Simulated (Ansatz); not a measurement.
Basis-set extrapolation for `N=C=O` (PBE0-D4/def2-TZVP geometry, frozen core, Ansatz 0.2.0). Multiplicity 1, RHF reference.

```
                     cc-pV(T+d)Z  cc-pV(Q+d)Z
                 HF  -167.829819  -167.842703
    MP2 correlation    -0.576660    -0.618273
CCSD(T) correlation    -0.602493    -0.641173
```

Energies in hartree. Use E(X) = E(∞) + A·exp(−5.46·√X) for Hartree–Fock and E(X) = E(∞) + B·X^(−3.05) for correlation, with X = 3 and 4.

Problem. What is the CCSD(T) energy at the basis-set limit?

Solution. HF limit: -167.842703 + (-0.012884) × 0.30130 = -167.84658. Correlation limit: -0.641173 + (-0.038680) × 0.71189 = -0.66871. Total: -168.51529 hartree, 2.26 eV below CCSD(T)/cc-pV(T+d)Z.
